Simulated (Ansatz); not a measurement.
We consider hcp Y, described by PBEsol (Ansatz, a quantum-chemistry and plane-wave program, plane waves, PAW).

Run with plane-wave cutoff 520 eV, 18×18×10 k mesh (along the axes of the cell as run), Fermi–Dirac smearing 0.05 eV, scalar-relativistic PAW data made under PBE.

Computed points:

| V (Å³/atom) | E − E_lowest (meV/atom) | P (GPa) |
|---|---|---|
| 30.077 | 6.95 | 1.819 |
| 30.704 | 1.70 | 0.878 |
| 31.330 | 0.00 | 0.000 |
| 31.957 | 1.62 | -0.818 |
| 32.584 | 6.32 | -1.577 |

### Question
Estimate the bulk modulus from the pressures at 30.704 and 31.957 Å³/atom, and compare it with a fit to all energies.

### Answer
B = −V dP/dV. Between V = 30.704 and 31.957 Å³/atom, dP/dV = (-0.818 − (0.878))/(31.957 − 30.704) = -1.35 GPa per Å³/atom; at the midpoint 31.331 Å³/atom this gives B ≈ 42.4 GPa. The third-order Birch–Murnaghan fit gives V0 = 31.330 Å³/atom, B0 = 42.3 GPa, B′ = 2.6, which lies within 1 % of that estimate.

Shape and atoms are relaxed at each volume.

Measured, for comparison: bulk modulus 41.7 GPa (zero-point energy and finite temperature contributions removed, our sources range from 37.3 to 41.7; as tabulated in doi:10.1021/acs.jctc.3c00612). Computed (rounded) less measured: bulk modulus +1 % (+1 % to +13 % over the range).

Note: the bulk modulus comes from volumes at which shape and atoms were relaxed.

Cost on a shared machine: about 100 core-seconds (a rough figure).
